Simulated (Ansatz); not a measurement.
`[MgH][O][SiH3]`, charge 0, multiplicity 1.

**Question.** Give a relaxed structure at PBE0-D4/def2-TZVP (Ansatz). (An estimate is asked.)

**Answer.** The calculation gave: 
```xyz
7

Mg    1.241   -0.347   -1.778
O     0.227   -0.064   -0.324
Si   -0.684    0.191    0.980
H     2.193   -0.612   -3.145
H    -0.777    1.645    1.305
H    -2.075   -0.313    0.782
H    -0.125   -0.500    2.180
```
Point group C3v.
